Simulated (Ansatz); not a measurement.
A made-up structure of CH2S2, closed shell:

| atom | x (Å) | y (Å) | z (Å) |
| --- | --- | --- | --- |
| S1 | -1.5417 | -0.8710 | 1.4589 |
| C2 | -0.4692 | -0.2653 | 0.1389 |
| S3 | 1.1905 | 0.6738 | 0.4447 |
| H4 | -0.7423 | -0.4207 | -1.0415 |
| H5 | 1.5627 | 0.8832 | -1.0011 |

It is relaxed with PBE-D4/def2-SVP and then PBE0-D4/def2-TZVP (Ansatz 0.2.0). Atoms count as bonded within 1.22 times the sum of their covalent radii (H–H: 0.88 Å). The end point is not checked to be a true minimum.

(1) Does its bonding change? (Judge from chemistry; the calculation decides.)

Answers

(1) The calculation gives: No: no bond forms or breaks.

Where it ends: The first stage lowers the energy by 1.15 eV in 6 steps. It ends as CH₂S₂ ([S][CH][SH]):
```
atom    x (Å)    y (Å)    z (Å)
  S1  -1.3765  -0.7776   1.3027
  C2  -0.4190  -0.2369   0.1239
  S3   1.0629   0.6015   0.3972
  H4  -0.6625  -0.3755  -0.9302
  H5   1.3951   0.7885  -0.8936
```

Labels in which every atom is bracketed show which atoms are joined, not bond orders.

For scale, one of the runs: PBE0-D4/def2-TZVP relaxation, 117 basis functions, launched by `ansatz run in.yaml --threads 2 --pin off --events-out ev --progress --plain --max-ram 4352MiB`. The run took about 13 s on 2 CPU threads of an Arm Neoverse V2 (shared host).
